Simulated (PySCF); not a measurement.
NMR data simulated for an unnamed compound:

1H NMR (300 MHz, computed): δ 7.23 (m, 1H), 6.93 (m, 1H), 6.52 (m, 1H).

13C{1H} NMR (computed): δ 171.9 (C), 144.7 (CH2), 142.4 (CH), 120.1 (C).

PySCF calculation with B3LYP/pcJ-1 coupling constants, geometry: GFN2-xTB and GIAO PBE0/pcSseg-1 shieldings; no solvent, no relativistic terms, one computed conformer.

References, each an isolated molecule treated in the same way: 1H and 13C against TMS.

Which of these does the molecule contain: a ketone, a three-membered ring, a CF3 group, a non-aromatic C=C double bond, a C≡C triple bond, a vinyl group CH=CH2?

## Answers


- A ketone: yes (δC 171.9).
- A three-membered ring: no.
- A CF3 group: no.
- A non-aromatic C=C double bond: yes.
- A C≡C triple bond: no.
- A vinyl group CH=CH2: yes (δC 144.7, 142.4; δH 6.52 (d), 7.23 (d), 6.93 (dd)).

The data belong to SMILES C=CC(=O)C#N, C4H3NO; they needn't prove each group on their own.

Carbon signals by region: 1 in the far downfield region (above 160 ppm), 3 in the sp2 and nitrile region (100–160 ppm). Above 160 ppm: 171.9, acyl cyanide carbonyl carbon.

Multiplet labels drop couplings under 1 Hz and merge nearly equal ones. Unscaled 3J(H,H) at this level run about 10 % above measured values. Shifts are as computed. Against solution values, carbons near 30 ppm lie about +3 ppm off and those near 130 ppm about +5 ppm. Of 1211 compounds with measured shifts, 218 miss one by over three times the rms of a fit or turn the order of signals round; such compounds aren't used in these exercises.
